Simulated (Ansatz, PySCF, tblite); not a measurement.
Dissociation curve of LiH, singlet.

Computed with: GFN2-xTB, 300 K electronic temperature (tblite); RKS-B3LYP/6-31G* = PySCF with restricted B3LYP/6-31G*, spherical d; UKS-B3LYP/3-21G = unrestricted B3LYP/3-21G (PySCF); FCI = full CI/cc-pVQZ, frozen core (Ansatz, a program for electronic structure).

Energies relative to the lowest point of each curve near equilibrium, in kJ/mol; the last columns give the difference from FCI:

```csv
R / Å,GFN2-xTB,RKS-B3LYP/6-31G*,UKS-B3LYP/3-21G,FCI,GFN2-xTB − FCI,RKS-B3LYP/6-31G* − FCI,UKS-B3LYP/3-21G − FCI
1.22,9.5,80.7,83.4,74.9,-65.3,5.8,8.5
1.26,4.8,62.0,64.4,56.9,-52.1,5.1,7.5
1.35,0.0,31.1,32.8,27.6,-27.6,3.4,5.2
1.45,1.5,10.9,11.9,9.1,-7.6,1.8,2.8
1.52,5.5,3.4,3.9,2.5,2.9,0.9,1.4
1.54,7.0,2.1,2.5,1.5,5.5,0.6,1.0
1.60,12.1,0.0,0.0,0.0,12.1,0.0,0.0
1.66,18.2,0.3,0.0,0.8,17.5,-0.5,-0.8
1.69,21.6,1.2,0.8,1.9,19.7,-0.7,-1.1
1.73,26.3,3.1,2.5,4.0,22.3,-0.9,-1.5
1.85,41.6,12.4,11.5,13.6,28.0,-1.2,-2.1
1.99,60.0,28.1,27.2,29.2,30.8,-1.0,-2.0
2.16,82.8,51.2,50.3,51.5,31.3,-0.3,-1.2
2.40,120.5,86.7,85.9,85.0,35.4,1.6,0.9
2.64,158.7,122.0,121.5,117.6,41.1,4.4,3.9
2.91,200.3,159.1,156.9,150.5,49.8,8.6,6.4
3.14,233.5,187.6,179.0,174.4,59.1,13.2,4.6
3.54,285.0,230.2,205.2,205.5,79.5,24.7,-0.3
3.88,321.5,259.7,219.2,221.7,99.8,38.0,-2.5
4.29,356.6,288.0,229.7,231.8,124.8,56.2,-2.1
4.70,—,309.9,235.9,236.3,—,73.6,-0.5
5.48,—,338.2,240.5,239.0,—,99.2,1.5
6.35,—,355.6,241.8,239.5,—,116.0,2.3
```

GFN2-xTB is furthest from FCI at 4.29 (124.8 kJ/mol, above); its mean absolute difference over the points is 40.6 kJ/mol.

RKS-B3LYP/6-31G* is furthest from FCI at 6.35 (116.0 kJ/mol, above); its mean absolute difference over the points is 19.9 kJ/mol.

UKS-B3LYP/3-21G is furthest from FCI at 1.22 (8.5 kJ/mol, above); its mean absolute difference over the points is 2.6 kJ/mol.

A dash means that the run gave no value there, or that the column was ended at a point which the program doubted or which failed a test of continuity chosen for this set; such a test can also cut sound points.

The restricted form behind RKS-B3LYP/6-31G* keeps the bonding electrons paired and can't separate into open-shell fragments. The unrestricted determinant behind UKS-B3LYP/3-21G is spin-contaminated at 2.91 to 6.35 Å (<S²> up to 1.0, against 0.00 for a pure singlet).
